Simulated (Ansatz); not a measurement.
We consider pyrite RuS2, described by r²SCAN in Ansatz (PAW).

Settings: plane-wave cutoff 560 eV, 6×6×6 k mesh, Fermi–Dirac smearing 0.01 eV, no spin polarisation, scalar-relativistic PAW data made under PBE.

Cell (relaxed at this level):

```cif
data_Ru4S8
_chemical_formula_sum 'Ru4 S8'
_space_group_name_H-M_alt 'P 1'
_space_group_IT_number 1
_cell_length_a 5.63185
_cell_length_b 5.63185
_cell_length_c 5.63185
_cell_angle_alpha 90.000
_cell_angle_beta 90.000
_cell_angle_gamma 90.000
loop_
_space_group_symop_operation_xyz
  'x, y, z'
loop_
_atom_site_label
_atom_site_type_symbol
_atom_site_fract_x
_atom_site_fract_y
_atom_site_fract_z
_atom_site_occupancy
Ru1 Ru 0.00000 0.50000 0.50000 1
Ru2 Ru 0.50000 0.00000 0.50000 1
Ru3 Ru 0.00000 0.00000 0.00000 1
Ru4 Ru 0.50000 0.50000 0.00000 1
S1 S 0.61209 0.88791 0.11209 1
S2 S 0.11209 0.61209 0.88791 1
S3 S 0.61209 0.61209 0.61209 1
S4 S 0.38791 0.38791 0.38791 1
S5 S 0.88791 0.11209 0.61209 1
S6 S 0.88791 0.38791 0.11209 1
S7 S 0.11209 0.88791 0.38791 1
S8 S 0.38791 0.11209 0.88791 1
```

Problem. What does this level give for the band gap and smallest direct gap on the k points sampled?

Solution. 
band gap: 0.88 eV
smallest direct gap on the k points sampled: 1.15 eV

Spin–orbit coupling is not included.

Static lattice: no zero-point or thermal effects.

Ansatz is a first-principles code.
